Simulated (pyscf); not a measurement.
Structures and frequencies: ωB97X-D3(BJ)/def2-SVP in PySCF.

Q: For the elementary gas-phase step CH₄ + AuH → H₃C–Au + H₂ (singlet surface; C–H, Au–H broken, Au–C, H–H formed), what barrier and reaction energy does ωB97M-D3(BJ)/def2-TZVP give, measured from the separated reactants?

A: ΔE‡ = 83.7 kcal/mol, ΔE = +16.0 kcal/mol. Zero-point energy shifts the barrier by -1.0 kcal/mol. It is a four-centre exchange, with an imaginary mode of 1173i cm⁻¹. The reactants may also form a dative adduct at AuH; it and routes through it were not searched. The products may also form a dative adduct at H₃C–Au; it and routes through it were not searched. From the product side, CH₃• + Au• + H₂ lies, by one bond made or cut, 11.8 kcal/mol under this saddle at ωB97M-D3(BJ)/def2-TZVP. The same reactants have a lower exit, to Au• + H• + CH₄ (no saddle counted: cutting one bond costs +67.6 kcal/mol at ωB97M-D3(BJ)/def2-TZVP, against +83.7 kcal/mol here). This is the saddle that the search found; another between the same sides may lie lower. One closed-shell reference is unstable to symmetry breaking; treat the single-reference values with care. Elements past Kr carry the def2 core potentials, without spin-orbit coupling.
